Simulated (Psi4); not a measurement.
# Two attempts at O2Si (silica)

Wanted: the charge distribution of O2Si (silica), UHF-D3(BJ)/cc-pCVDZ (DKH2, density fitting).

The results are computed with Psi4 1.11.

### Step 1. The molecule

O2Si: 3 atoms, total charge 0, spin state singlet. SMILES: `O=[Si]=O`. Geometry: a GFN2-xTB relaxation, a rough one for these elements and not checked as a minimum.

Bond lengths: O1–Si2 1.491 Å, Si2–O3 1.491 Å. Angles: O1–Si2–O3 179.9°.

### Step 2. The input as first written

The input, o2si.inp:

```
memory 1.6 GB

molecule {
  0 1
  O      0.691230     1.217290     0.513740
  Si    -0.000730     0.000440    -0.000160
  O     -0.690510    -1.217740    -0.513580
  symmetry c1
}

set basis cc-pCVDZ
set reference uhf
set docc [17]
set relativistic dkh
set dkh_order 2

energy_value, wavefunction = energy("hf-d3bj2b", return_wfn=True)
oeprop(wavefunction, "MULLIKEN_CHARGES", "MBIS_CHARGES", "ESP_AT_NUCLEI", "DIPOLE", "MAYER_INDICES", title="HF-D3BJ2B")
print_variables()
```

Command:

```bash
$ psi4 -n 1 o2si.inp o2si.out
```

o2si.out:

```text
Psi4 1.11 release

Relativistic analytic gradients are not implemented yet, re-routing to finite differences.

   => Loading Basis Set <=

    Name: CC-PCVDZ
    Role: ORBITAL
    Keyword: BASIS

   => HF-D3(BJ): Empirical Dispersion <=

        s6 =       1.000000
        s8 =       0.917100
        a1 =       0.338500
        a2 =       2.883000

RuntimeError:
Fatal Error: Got 17 alpha electrons, expected 15.
DOCC and SOCC must specify the occupation of all electrons or none.

Printing out the relevant lines from the Psithon --> Python processed input file:
    core.set_global_option("BASIS", "cc-pCVDZ")
    core.set_global_option("REFERENCE", "uhf")
    core.set_global_option("DOCC", [17])
    core.set_global_option("RELATIVISTIC", "dkh")
    core.set_global_option("DKH_ORDER", 2)
--> energy_value, wavefunction = energy("hf-d3bj2b", return_wfn=True)
    oeprop(wavefunction, "MULLIKEN_CHARGES", "MBIS_CHARGES", "ESP_AT_NUCLEI", "DIPOLE", "MAYER_INDICES", title="HF-D3BJ2B")
    print_variables()

!----------------------------------------------------------------------------------!
!                                                                                  !
! Fatal Error: Got 17 alpha electrons, expected 15.                                !
! DOCC and SOCC must specify the occupation of all electrons or none.              !
!                                                                                  !
!----------------------------------------------------------------------------------!

    Psi4 run time: 0:00:00.21
```

Run time: 1.1 s. Hardware: 1 thread of Intel Xeon 6975P-C (Granite Rapids), shared host; peak memory 0.14 GiB.

### Step 3. Diagnosis

The program refused the input.

The log says `Fatal Error: Got 17 alpha electrons, expected 15.`. The fault: the orbital occupation or active space doesn't match the electron count or the lowest state. To mend it: docc at its default in place of (17).

### Step 4. Try two

The input, input.dat:

```
memory 1.6 GB

molecule system {
  O      0.691230     1.217290     0.513740
  Si    -0.000730     0.000440    -0.000160
  O     -0.690510    -1.217740    -0.513580
  units angstrom
}

set {
  basis        cc-pCVDZ
  reference    uhf
  relativistic dkh
  dkh_order    2
}

e_tot, wfn = energy("hf-d3bj2b", return_wfn=True)
oeprop(wfn, "MULLIKEN_CHARGES", "MBIS_CHARGES", "ESP_AT_NUCLEI", "DIPOLE", "MAYER_INDICES")
```

Command:

```bash
$ psi4 -n 1 input.dat output.dat
```

output.dat:

```text
Psi4 1.11 release

Relativistic analytic gradients are not implemented yet, re-routing to finite differences.

   => Loading Basis Set <=

    Name: CC-PCVDZ
    Role: ORBITAL
    Keyword: BASIS

   => HF-D3(BJ): Empirical Dispersion <=

        s6 =       1.000000
        s8 =       0.917100
        a1 =       0.338500
        a2 =       2.883000

         ---------------------------------------------------------
                                   SCF
                              UHF Reference
                        1 Threads,   1525 MiB Core
         ---------------------------------------------------------

  ==> Geometry <==

    Molecular point group: cs
    Full point group: Cs

    Geometry (in Angstrom), charge = 0, multiplicity = 1:

[... 101 lines left out ...]
   @DF-UHF iter SAD:  -438.16360812982435   -4.38164e+02   0.00000e+00
[... 3 lines left out ...]
   @DF-UHF iter   4:  -439.27542291578095   -2.81354e-04   1.34585e-04 ADIIS/DIIS
[... 3 lines left out ...]
   @DF-UHF iter   8:  -439.27545279746124   -3.55108e-08   1.07208e-06 DIIS
[... 6 lines left out ...]
   @S^2 Expected:                0.000000000E+00
[... 39 lines left out ...]
    Final Occupation by Irrep:
[... 12 lines left out ...]
    Two-Electron Energy =                 259.2536130729101842
[... 26 lines left out ...]
 Dipole Z            :          0.0000000            0.0000000            0.0000000
[... 50 lines left out ...]
  MBIS Dipoles: [e a0]
[... 33 lines left out ...]
      3       O    8   -7.378987

  Mayer Bond Indices:

  Total Bond Index:
  Irrep: 1 Size: 3 x 3

                 1                   2                   3

    1     0.00000000000000     2.13818474982970     0.05613689970424
    2     2.13818474982970     0.00000000000000     2.13827651686840
    3     0.05613689970424     2.13827651686840     0.00000000000000

  Alpha Contribution:
  Irrep: 1 Size: 3 x 3

                 1                   2                   3

    1     0.00000000000000     1.06909237491485     0.02806844985212
    2     1.06909237491485     0.00000000000000     1.06913825843420
    3     0.02806844985212     1.06913825843420     0.00000000000000

  Beta Contribution:
  Irrep: 1 Size: 3 x 3

                 1                   2                   3

    1     0.00000000000000     1.06909237491485     0.02806844985212
    2     1.06909237491485     0.00000000000000     1.06913825843420
    3     0.02806844985212     1.06913825843420     0.00000000000000

  Atomic Valences:

 #  #
 Irrep: 1
      1:    2.194321649533949
      2:    4.276461266698101
      3:    2.194413416572641

    Psi4 run time: 0:00:03.40
```

Run time: 4.5 s. Hardware: 1 thread of Intel Xeon 6975P-C (Granite Rapids), shared host; peak memory 0.27 GiB.

Atomic charges (e):

```
atom    MBIS  Mulliken
  O1  -1.014    -0.487
 Si2  +2.028    +0.974
  O3  -1.014    -0.487
```

### Step 5. What came out

Level: UHF-D3(BJ)/cc-pCVDZ (DKH2, density fitting).

| quantity | value |
| --- | --- |
| total energy | -439.27545 Eh |
| dipole moment | 0.01 D |
| HOMO energy | -13.68 eV |
| LUMO energy | 0.71 eV |
| HOMO–LUMO gap | 14.39 eV |
| dispersion energy | -41.71 kJ/mol |

Mulliken charges run from -0.49 on O1 to +0.97 on Si2; they depend strongly on the basis.
